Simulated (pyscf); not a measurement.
HF + HO–Si:–F [singlet] → F–Si:–F [singlet] + H₂O, a four-centre exchange (singlet surface; F–H, O–Si broken, F–Si, H–O formed). Structures and frequencies: ωB97X-D3(BJ)/def2-SVP in PySCF. Correlated levels are frozen-core, on RHF or UHF. ΔMP2 is the change of the MP2 total energy from the triple- to the quadruple-zeta basis. Energies in kcal/mol from the separated reactants.

Small-basis levels: PySCF, no dispersion term, spherical d functions. AM1 to PM7: differences of heats of formation from MOPAC. Cost: rough CPU time at the saddle relative to B3LYP/6-31G*, from one job on a shared machine.

```json
[
 {"level": "HF/STO-3G", "barrier": "-13.5", "reaction energy": "-5.7", "cost": "0.05"},
 {"level": "HF/6-31G*", "barrier": "6.4", "reaction energy": "-12.4", "cost": "0.09"},
 {"level": "B3LYP/STO-3G", "barrier": "-41.0", "reaction energy": "-10.8", "cost": "0.5"},
 {"level": "B3LYP/3-21G", "barrier": "-30.1", "reaction energy": "-9.8", "cost": "0.7"},
 {"level": "B3LYP/6-31G*", "barrier": "-8.1", "reaction energy": "-13.8", "cost": "1"},
 {"level": "B3LYP/6-311+G**", "barrier": "6.0", "reaction energy": "-6.2", "cost": "2"},
 {"level": "PM3", "barrier": "21.9", "reaction energy": "-0.7", "cost": "under 0.02"},
 {"level": "CCSD(T)/def2-TZVPP + ΔMP2(QZVPP)", "barrier": "5.7", "reaction energy": "-7.8", "cost": "–"}
]
```

Against the last row the barrier runs from -46.6 (B3LYP/STO-3G) to +16.3 kcal/mol (PM3); B3LYP/6-311+G** happens to lie closest here (0.4 kcal/mol apart). At HF/STO-3G, B3LYP/STO-3G, B3LYP/3-21G, B3LYP/6-31G* this geometry lies under one side, so the entry may be no barrier of that level: it is a single point on another level's saddle. CCSD(T)/def2-TZVPP + ΔMP2(QZVPP) has limits of its own. On the product side the descent ends in an adduct with a O–Si contact, 12.2 kcal/mol under the separated species and 22.1 kcal/mol under the saddle at ωB97X-D3(BJ)/def2-TZVP. What is counted as broken (O–Si) persists as a longer contact in the product adduct; parting that adduct is a step of its own. At ωB97X-D3(BJ) the barrier from the zero used here is 2.4 kcal/mol. This is the saddle that the search found; another between the same sides may lie lower. The CCSD(T) − MP2 part came from Ansatz, without density fitting, on the same reference.
